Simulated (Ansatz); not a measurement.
Basis-set extrapolation for C$_{4}$H$_{5}$N (`C#C/N=C\C`) (PBE0-D4/def2-TZVP geometry, frozen core, the Gaussian-basis code of Ansatz). Multiplicity 1, RHF reference.

```
                      def2-TZVPP   def2-QZVPP
                 HF  -208.817943  -208.827014
    MP2 correlation    -0.829796    -0.883984
CCSD(T) correlation    -0.898404      not run
```

Energies in hartree. Use E(X) = E(∞) + A·exp(−7.88·√X) for Hartree–Fock and E(X) = E(∞) + B·X^(−2.97) for correlation, with X = 3 and 4, and add CCSD(T) minus MP2 of the smaller set to the MP2 limit.

**Question.** What is the CCSD(T) energy at the basis-set limit?

**Answer.** HF limit: -208.827014 + (-0.009071) × 0.13774 = -208.82826. MP2 limit: -0.883984 + (-0.054188) × 0.74074 = -0.92412. Higher-order term: -0.898404 − (-0.829796) = -0.06861. Total: -209.82099 hartree, 274.7 kJ/mol below CCSD(T)/def2-TZVPP.
